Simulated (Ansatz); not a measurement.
This geometry of C$_{4}$H$_{9}$NO (15 atoms, charge 0, multiplicity 1) is a first-order saddle point.

Computed with RKS PBE/6-31G in Ansatz.

```xyz
15
Properties=species:S:1:pos:R:3
C -1.625 -0.099 -0.510
C -0.161 -0.271 -0.119
N 0.283 -1.650 0.070
C 0.434 0.682 0.965
C 1.501 1.059 -0.089
O 0.731 0.340 -1.173
H -1.821 -0.634 -1.456
H -1.878 0.964 -0.652
H -2.286 -0.519 0.270
H 0.434 -2.128 -0.823
H -0.296 -2.198 0.712
H -0.236 1.514 1.233
H 0.796 0.170 1.867
H 1.616 2.127 -0.333
H 2.486 0.591 0.069
```

Which two structures does it join? (They come from a converged band through this point; their orientation in space is the band's.)

No bond is made or broken. The dihedral O6–C2–N3–H10 goes from -84 to 54°. The two ends are copies of one structure, up to a mirror image or an exchange of like atoms.

Initial state:

```xyz
15
Properties=species:S:1:pos:R:3
C -1.490 0.014 -0.658
C -0.147 -0.403 -0.072
N -0.108 -1.783 0.220
C 0.451 0.542 1.013
C 1.351 1.159 -0.078
O 0.980 0.090 -1.061
H -1.670 -0.521 -1.607
H -1.492 1.093 -0.877
H -2.312 -0.214 0.042
H -0.566 -2.404 -0.446
H 0.783 -2.139 0.563
H -0.274 1.205 1.512
H 1.007 -0.020 1.780
H 1.031 2.160 -0.420
H 2.436 1.171 0.119
```

Final state:

```xyz
15
Properties=species:S:1:pos:R:3
C -1.498 0.009 -0.656
C -0.150 -0.399 -0.075
N -0.101 -1.779 0.216
C 0.447 0.546 1.011
C 1.358 1.154 -0.076
O 0.970 0.100 -1.068
H -1.680 -0.528 -1.603
H -1.507 1.088 -0.876
H -2.315 -0.223 0.049
H 0.794 -2.127 0.559
H -0.552 -2.404 -0.451
H -0.279 1.217 1.497
H 0.991 -0.014 1.789
H 1.058 2.164 -0.410
H 2.443 1.146 0.123
```

How far does it lie above each of them?

0.33 eV above the first and 0.33 eV above the second. This is the barrier of this one path; another mechanism may lie lower. Limits of this set-up: no polarisation functions.

The run took 11 min on 1 thread of Intel(R) Xeon(R) Processor @ 2.70GHz (shared host), peak memory 0.16 GiB.
